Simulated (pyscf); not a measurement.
Substitution at C: H₃C–Zn–NH₂ + CH₃• -> H₃C–CH₃ + [H₂N–Zn]•

Gas phase, doublet surface, charge 0. Bonds broken: C1–Zn2. Bonds formed: C1–C9. Single points on ωB97X-D3(BJ)/def2-SVP structures (PySCF, gas phase).

Transition state (Å):

```xyz
12

C     -0.9860     0.7079     0.3664
Zn     0.0440    -1.2307    -0.0061
N      0.5786    -2.9504    -0.4515
H     -1.0242     0.8928    -0.7075
H     -1.7991     0.1697     0.8551
H     -0.1563     1.0954     0.9561
H      1.2930    -3.0420    -1.1738
H      0.8607    -3.5615     0.3150
C     -2.0174     2.4672     0.6722
H     -2.9712     2.3457     0.1435
H     -2.1343     2.5522     1.7598
H     -1.3835     3.2536     0.2438
```

One imaginary mode, 1102i cm⁻¹; descent along it reached the two sides named.

```csv
bond,change,reactant side (Å),saddle,product side
C1–Zn2,breaks,1.935,2.227,3.3
C1–C9,forms,3.6,2.062,1.526
```

Electronic energies relative to the separated reactants (kcal/mol):

| level | barrier | reaction energy | reverse barrier |
|---|---|---|---|
| ωB97X-D3(BJ)/def2-TZVP | 30.5 | -18.8 | 49.2 |
| PBE/def2-TZVP | 19.3 | -22.1 | 41.4 |
| r²SCAN/def2-TZVP | 25.2 | -17.7 | 42.9 |
| B3LYP-D3(BJ)/def2-TZVP | 23.8 | -21.5 | 45.3 |
| PBE0-D3(BJ)/def2-TZVP | 24.6 | -21.8 | 46.4 |
| M06-2X/def2-TZVP | 25.0 | -24.6 | 49.6 |
| ωB97M-D3(BJ)/def2-TZVP | 29.1 | -20.8 | 49.9 |
| HF/def2-TZVP | 44.3 | -20.9 | 65.2 |

With ωB97M-D3(BJ)/def2-TZVP energies and thermal terms (ideal gas, 1 atm, RRHO with modes under 100 cm⁻¹ raised to 100, one conformer, R ln 2 for chiral ones without a mode under 150 cm⁻¹), in kcal/mol:

| T (K) | ΔH‡ | ΔG‡ | ΔH | ΔG |
|---|---|---|---|---|
| 298 | 31.1 | 40.8 | -16.5 | -14.9 |
| 600 | 31.1 | 50.6 | -18.1 | -12.7 |
| 900 | 31.4 | 60.3 | -19.1 | -9.7 |
| 1200 | 31.9 | 69.9 | -19.6 | -6.5 |

One saddle was located; it need not be the lowest between these sides. The angle at the attacked C is 177°. Elements up to Kr have no core potential and no relativistic terms here.
